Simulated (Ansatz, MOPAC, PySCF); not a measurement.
System: C4H3S, net charge 0, doublet state. SMILES: c1ccs[c]1
Geometry from a B3LYP-D3(BJ)/def2-TZVP (Ansatz, a quantum-chemistry and plane-wave program) optimisation:
```xyz
8

S     -0.0004     0.0646     1.2100
C     -0.0118     1.2441    -0.0151
C      0.0112    -1.1811     0.0014
C     -0.0076     0.7751    -1.2817
C      0.0060    -0.6593    -1.2588
H      0.0210    -2.2174     0.2977
H     -0.0134     1.3765    -2.1780
H      0.0116    -1.2659    -2.1536
```
Charge 0, spin multiplicity 2.

Unscaled harmonic wavenumbers (cm⁻¹) in rising order, each level at the stationary point that it reaches from this structure (no distance between atoms moves by over 0.3 Å); the order of modes can differ between levels, and a negative number is imaginary. B3LYP-D3(BJ)/def2-TZVP (PySCF, at the structure above): 373, 527, 613, 681, 726, 783, 836, 858, 899, 1039, 1102, 1227, 1343, 1411, 1550, 3198, 3223, 3245.

AM1 (MOPAC): 407, 491, 621, 710, 781, 852, 866, 877, 936, 1100, 1134, 1215, 1388, 1492, 1636, 3244, 3256, 3265. Zero-point energy 34.7 against 33.8 kcal/mol; where all levels lie over 400 cm⁻¹, the wavenumbers are on average 1.030 times those of B3LYP-D3(BJ)/def2-TZVP.

PM3 (MOPAC): 381, 468, 582, 663, 730, 811, 821, 839, 932, 1061, 1078, 1152, 1368, 1460, 1631, 3118, 3136, 3143. Zero-point energy 33.4 against 33.8 kcal/mol; where all levels lie over 400 cm⁻¹, the wavenumbers are on average 0.989 times those of B3LYP-D3(BJ)/def2-TZVP.

PM6 (MOPAC): 356, 446, 546, 659, 787, 791, 797, 867, 931, 1071, 1118, 1192, 1264, 1511, 1666, 2761, 2772, 2786. Zero-point energy 31.9 against 33.8 kcal/mol; where all levels lie over 400 cm⁻¹, the wavenumbers are on average 0.970 times those of B3LYP-D3(BJ)/def2-TZVP.

HF/6-31G* (Ansatz): 431, 565, 627, 727, 772, 848, 874, 924, 977, 1099, 1175, 1314, 1411, 1475, 1611, 3393, 3415, 3437. Zero-point energy 35.8 against 33.8 kcal/mol; where all levels lie over 400 cm⁻¹, the wavenumbers are on average 1.061 times those of B3LYP-D3(BJ)/def2-TZVP.
